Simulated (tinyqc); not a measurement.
Inside a calculation. Method: Born-Oppenheimer dynamics on the PBE/sto-6g surface (energies and gradients from PySCF), for BH2+, spin multiplicity 1. Computed by tinyqc, a small Python program that keeps every step (integrals from PySCF). Settings: charge = 1, multiplicity = 1, basis = sto-6g, functional = pbe,pbe, time step (fs) = 0.5, steps = 24. Command: `OMP_NUM_THREADS=1 python tinyqc.py 23169 23170 out.jsonl` (the two numbers bound the seeds that draw the settings). One thread of a shared host (Intel(R) Xeon(R) Processor @ 2.60GHz), about 10 s of CPU time with the checks.

## Velocity Verlet step 1

positions (bohr):
```
            x          y          z
1B  -0.062361   0.020787  -0.026456
2H  -0.022677   1.942638   1.139505
3H  -0.017008  -1.910513   1.020452
```

velocities (bohr per atomic time unit):
```
               x             y             z
1B  -0.000011761   0.000010059  -0.000017719
2H   0.000060239  -0.000109941   0.000173281
3H   0.000068239   0.000000059   0.000020281
```

gradient (hartree/bohr):
```
              x            y            z
1B  -0.00163108  -0.01438453  -0.04345522
2H   0.00103761  -0.03402881   0.02463579
3H   0.00059373   0.04841372   0.01881647
```

masses (electron masses): 1B 20068.735323, 2H 1837.152588, 3H 1837.152588

gradient after step 1 (hartree/bohr):
```
              x            y            z
1B  -0.00172236  -0.01333767  -0.04426218
2H   0.00107830  -0.03354948   0.02476429
3H   0.00064427   0.04688747   0.01949498
```

dt = 0.5 fs = 20.6707 atomic units; x' = x + v dt - g dt^2 / (2m); after the new gradient g', v' = v - (g + g') dt / (2m).

positions after step 1 (bohr):
```
            x          y          z
1B  -0.062587   0.021148  -0.026360
2H  -0.021552   1.944323   1.140222
3H  -0.015666  -1.916142   1.018683
```

velocities after step 1 (bohr per atomic time unit):
```
               x             y             z
1B  -0.000010034   0.000024336   0.000027455
2H   0.000048335   0.000270237  -0.000104631
3H   0.000061274  -0.000536081  -0.000195249
```

## Velocity Verlet step 2

gradient after step 2 (hartree/bohr):
```
              x            y            z
1B  -0.00186746  -0.01085129  -0.04620988
2H   0.00112547  -0.03187100   0.02512653
3H   0.00074192   0.04272251   0.02108052
```

As before.

positions after step 2 (bohr):
```
            x          y          z
1B  -0.062776   0.021793  -0.025321
2H  -0.020678   1.953810   1.135179
3H  -0.014474  -1.932675   1.012380
```

velocities after step 2 (bohr per atomic time unit):
```
               x             y             z
1B  -0.000008185   0.000036793   0.000074048
2H   0.000035937   0.000638275  -0.000385304
3H   0.000053476  -0.001040203  -0.000423517
```

## Energy conservation

The total energy should stay constant up to terms of order dt^2; the step counts as short enough if it moves by less than 2 % of the largest kinetic energy.

Trajectory:
```
time (fs)  1B-2H (angstrom)  potential (hartree)  kinetic (hartree)  total (hartree)
0.000000           1.189714         -25.47768403         0.00005223     -25.47763180
0.500000           1.190496         -25.47803216         0.00039625     -25.47763591
1.000000           1.192849         -25.47938957         0.00174237     -25.47764720
1.500000           1.196651         -25.48157867         0.00391617     -25.47766250
2.000000           1.201720         -25.48435788         0.00667968     -25.47767820
2.500000           1.207831         -25.48747818         0.00978666     -25.47769152
3.000000           1.214725         -25.49072777         0.01302667     -25.47770110
3.500000           1.222129         -25.49395509         0.01624819     -25.47770690
4.000000           1.229770         -25.49707108         0.01936138     -25.47770969
4.500000           1.237383         -25.50003755         0.02232696     -25.47771059
5.000000           1.244720         -25.50284935         0.02513868     -25.47771067
5.500000           1.251561         -25.50551612         0.02780530     -25.47771082
6.000000           1.257709         -25.50804707         0.03033539     -25.47771168
6.500000           1.263001         -25.51043983         0.03272623     -25.47771361
7.000000           1.267302         -25.51267379         0.03495710     -25.47771669
7.500000           1.270505         -25.51470748         0.03698669     -25.47772079
8.000000           1.272536         -25.51647969         0.03875412     -25.47772557
8.500000           1.273346         -25.51791406         0.04018347     -25.47773059
9.000000           1.272919         -25.51892650         0.04119127     -25.47773523
9.500000           1.271265         -25.51943475         0.04169593     -25.47773882
10.000000          1.268431         -25.51936891         0.04162815     -25.47774076
10.500000          1.264497         -25.51868132         0.04094064     -25.47774069
11.000000          1.259580         -25.51735371         0.03961527     -25.47773844
11.500000          1.253839         -25.51540057         0.03766640     -25.47773418
12.000000          1.247470         -25.51286809         0.03513979     -25.47772831
```

The total energy moves within 1.1e-04 hartree, under 2 % of the largest kinetic energy.
